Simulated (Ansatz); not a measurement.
**NH₂Cl (triplet): the correlation ladder at distance Cl1–H2 along a hydrogen transfer = 1.372 Å, cc-pVTZ**

One table from this session's results is given with a row withheld; the runs are named, their logs left out.

Program: Ansatz 0.2.0, Gaussian basis. Level of theory: cc-pVTZ, core rule «outside noble gas», up to 6 orbitals frozen. These are calculated values, not measurements.

Plan: UHF; CCSD(T) on ROHF; CCSD(T) on UHF; BCCD(T) on ROHF; CCSDT(Q) on ROHF; CCSDT(Q) on UHF; CASSCF and NEVPT2, 4 electrons in 4 orbitals; CASSCF and NEVPT2, 14 electrons in 10 orbitals.

## The geometry

The geometry derives from fragments relaxed apart (PBE0/def2-TZVP) and kept rigid, so it is no stationary point. A hydrogen atom is moved between rigid fragments.

4 atoms, charge 0, spin multiplicity 3.

Atoms are counted from 1 here; the program's logs count them from 0.

Bond lengths: Cl1–H2 1.372 Å, N3–H4 1.040 Å.

Coordinates:

```
Cl   -1.89677    0.25106    0.00000
H    -0.52477    0.25106    0.00000
N     1.07623    0.25106    0.00000
H     1.34531   -0.75317    0.00000
```

Set-up of the first run:

in.yaml reads:

```yaml
crystal:
  periodic: [false, false, false]
  atoms:
    - {symbol: Cl, position_ang: [-1.896770, 0.251057, 0.000000]}
    - {symbol: H, position_ang: [-0.524770, 0.251057, 0.000000]}
    - {symbol: N, position_ang: [1.076230, 0.251057, 0.000000]}
    - {symbol: H, position_ang: [1.345311, -0.753170, 0.000000]}
basis:
  gaussian: {orbitals: cc-pVTZ}
magnetization: {spin_polarized: true, initial_magnetization: 2}
hamiltonian: {xc: hf}
output: {orbitals: {seedname: orbitals}}
```

Command:

```bash
ansatz run in.yaml --threads 1 --pin off --events-out ev --progress --plain --max-ram 4096MiB --backend cpu
```

Steps of the session up to this table: UHF; CCSD(T) on ROHF; CCSD(T) on UHF; BCCD(T) on ROHF; CCSDT(Q) on ROHF; CCSDT(Q) on UHF; CASSCF and NEVPT2, 4 electrons in 4 orbitals; CASSCF and NEVPT2, 14 electrons in 10 orbitals.

One table of the session follows, with a row left open; its other results are not shown here.

It belongs to the step «Misses and costs». 

```
        method  from UCCSDT(Q) (meV)
          ROHF              +11135.7
           UHF              +10909.2
          RMP2               +1406.1
          UMP2                     ?
         RCCSD                +403.3
         UCCSD                +397.0
      RCCSD(T)                 +44.5
      UCCSD(T)                 +42.7
       BCCD(T)                 +43.7
        RCCSDT                 +16.7
        UCCSDT                 +14.3
     RCCSDT(Q)                  +2.5
     UCCSDT(Q)                     0
   CASSCF pair              +10504.3
   NEVPT2 pair               +1415.9
CASSCF valence               +9846.7
NEVPT2 valence               +1998.9
```

Q: Estimate the row for UMP2 from the others.

**Answer.** from UCCSDT(Q) (meV): +1417.6. In the column «from UCCSDT(Q) (meV)» it lies between NEVPT2 pair (+1415.9) and NEVPT2 valence (+1998.9).

Limits of these values: Restricted and unrestricted rows rest on different reference determinants; where their highest levels disagree by more than a few hundredths of an eV, they describe different states and don't form one ladder.
